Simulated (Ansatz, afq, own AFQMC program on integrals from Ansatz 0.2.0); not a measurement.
Two steps: Ansatz 0.2.0 writes the Fock matrix and Cholesky factors of the valence space, and afq projects on them the lowest state that overlaps trial and start.

```yaml
crystal:
  periodic: [false, false, false]
  atoms:
    - {symbol: O, position_ang: [0.000000, 0.000000, 0.000000]}
    - {symbol: C, position_ang: [0.000000, 0.000000, 1.195530]}
basis:
  gaussian: {orbitals: 6-31G}
total_charge: 1
magnetization: {spin_polarized: false, initial_magnetization: 1}
correlation: {method: ccsd_t, electrons: outside_noble_gas, hamiltonian_folder: ham}
```

```sh
$ ansatz run in.yaml --threads 1 --pin off --events-out ev --progress --plain --max-ram 24576MiB --backend cuda --devices 0, --max-vram 18GiB
```

Options of the walk:

```
--method phaseless --trial hf --walkers 4000 --populations 20 --least-time 40 --time-step 0.005 --steps-per-block 20 --equilibration-blocks 112 --max-blocks 4000 --target-error 0.0009000 --factor-cut 1e-05 --start spin_pure --seed 9645 --taylor-order 6
```

Times are imaginary, in 1/Eh. The walk had a cap of 49 s. With eight or more populations the least sampling time is a fifth of least-time, and the error comes from their spread.

Log:

```
orbitals 16  electrons 5 4  factors 93 of 221
reference energy -112.15478511 Eh
CCSD correlation -0.23489477 Eh in 12 cycles, weight of the determinant in the CISD state 0.8625
energy of the start -112.154785 Eh
 block  time / (1/Eh)  mean weight  energy / Eh
     1     0.100  1.0012  -112.208060
     2     0.200  1.0012  -112.247554
     3     0.300  1.0017  -112.276819
     4     0.400  1.0012  -112.299677
     5     0.500  1.0017  -112.311196
     8     0.800  1.0008  -112.345904
    20     2.000  1.0000  -112.391249
    77     7.700  0.9998  -112.404926
   134    13.400  1.0003  -112.404480
   191    19.100  1.0003  -112.404234
   248    24.800  1.0003  -112.408458
   305    30.500  0.9996  -112.402450
   362    36.200  0.9999  -112.381504
   419    41.900  0.9999  -112.387013
   476    47.600  0.9999  -112.396636
   533    53.300  1.0000  -112.390674
   552    55.200  1.0000  -112.381005
   590    59.000  0.9993  -112.397968
   647    64.700  0.9999  -112.407800
   704    70.400  1.0001  -112.407322
   761    76.100  0.9998  -112.390091
   799    79.900  1.0002  -112.404673
error from the spread of 20 populations
energy -112.395912 +/- 0.001059 Eh
(rows thinned)
```

The run passed its tests (sampling time, drift between the halves within three errors, error under three times the target), which doesn't prove that it has relaxed, ending at its cap on processor time.

Against this walk (error 28.8 meV) on the same determinant: CCSD(T) 155.6 meV lower, CCSDT(Q) 210.0 meV lower, CCSDTQ 215.0 meV lower, full CI 220.3 meV lower, a separate phaseless walk with a CISD trial and standard settings 162.1 ± 29.1 meV lower. The error is statistical and leaves out the bias of the constraint. Full CI is exact here, so the walk's 220 meV above it is the walk's own error: the bias of the constraint with this trial.

Cautions: constraint bias not in the error; error above the target (28.8 against 24.5 meV); a spin-contaminated unrestricted determinant lies lower (UHF 790 meV lower, ⟨S²⟩ 1.37); raised T1 diagnostic (T1 0.045, weight of the determinant 0.86, largest double 0.12).

The walk took 49 s on 1 × NVIDIA H100 80GB HBM3 with 2 threads of AMD EPYC 7R13 Processor (Zen 3) (shared host) (the card was shared). The log's last line is the phaseless energy.

CCSDT and higher add their correlation energy to the determinant of the CCSD(T) run, since their own runs factorise the integrals more tightly (a shift of under 2 meV). A walk keeps the symmetry of its determinant, which the program's search chose and which needn't be the lowest solution, so a lower state of the same spin and another symmetry isn't excluded.
